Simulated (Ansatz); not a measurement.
Geometry optimisation, Ansatz 0.2.0, UKS B3LYP-D4/def2-SVP.

Input:

```yaml
crystal:
  periodic: [false, false, false]
  atoms:
    - { symbol: Al, position_ang: [0.033445, -0.472468, -0.104407] }
    - { symbol: H, position_ang: [-0.350678, -0.211535, 2.607998] }
    - { symbol: H, position_ang: [1.4604, 0.082469, -0.590498] }
    - { symbol: F, position_ang: [-1.32816, 0.362586, -0.603311] }
    - { symbol: F, position_ang: [0.072493, 0.238949, 1.905217] }
magnetization:
  spin_polarized: true
  initial_magnetization: 1
basis:
  gaussian: { orbitals: def2-SVP }
hamiltonian:
  xc: b3lyp
  dispersion: d4
relax:
  f_tol: 0.03
  max_steps: 50
output:
  orbitals: {}
```

Launched with:

```bash
$ ansatz run input.yaml --threads 2 --pin off --max-ram 3072MiB --backend cpu --events-out ev --progress --plain --runs-dir out
```

Question: Where does it end, and by what steps?

Answer: The forces met the threshold. After 15 steps the energy has fallen by 0.300 eV; H2 moved furthest, 1.06 Å.

```json
{"step": "0", "energy less start (eV)": "0.0000", "largest force component (eV/Å)": "0.401", "accepted": "yes"}
{"step": "1", "energy less start (eV)": "-0.0218", "largest force component (eV/Å)": "0.323", "accepted": "yes"}
{"step": "2", "energy less start (eV)": "-0.0293", "largest force component (eV/Å)": "0.435", "accepted": "yes"}
{"step": "3", "energy less start (eV)": "-0.0261", "largest force component (eV/Å)": "1.165", "accepted": "no"}
{"step": "4", "energy less start (eV)": "-0.0391", "largest force component (eV/Å)": "0.319", "accepted": "yes"}
{"step": "5", "energy less start (eV)": "-0.0566", "largest force component (eV/Å)": "0.182", "accepted": "yes"}
{"step": "6", "energy less start (eV)": "-0.0568", "largest force component (eV/Å)": "1.576", "accepted": "yes"}
{"step": "7", "energy less start (eV)": "-0.0686", "largest force component (eV/Å)": "1.432", "accepted": "yes"}
{"step": "8", "energy less start (eV)": "-0.1299", "largest force component (eV/Å)": "1.376", "accepted": "yes"}
{"step": "9", "energy less start (eV)": "-0.1820", "largest force component (eV/Å)": "0.663", "accepted": "yes"}
{"step": "10", "energy less start (eV)": "-0.2489", "largest force component (eV/Å)": "0.203", "accepted": "yes"}
{"step": "11", "energy less start (eV)": "-0.1883", "largest force component (eV/Å)": "1.351", "accepted": "no"}
{"step": "12", "energy less start (eV)": "-0.2650", "largest force component (eV/Å)": "0.191", "accepted": "yes"}
{"step": "13", "energy less start (eV)": "-0.2908", "largest force component (eV/Å)": "0.132", "accepted": "yes"}
{"step": "14", "energy less start (eV)": "-0.2991", "largest force component (eV/Å)": "0.057", "accepted": "yes"}
{"step": "15", "energy less start (eV)": "-0.2995", "largest force component (eV/Å)": "0.025", "accepted": "yes"}
```

```xyz
5
Properties=species:S:1:pos:R:3
Al 0.196 -0.632 -0.081
H -0.645 0.262 1.701
H 1.422 0.261 -0.604
F -1.260 0.284 0.216
F 0.174 -0.175 1.984
```

Run time: 16 s on 2 threads of Arm Neoverse V2, on a shared host, peak memory 0.13 GiB.
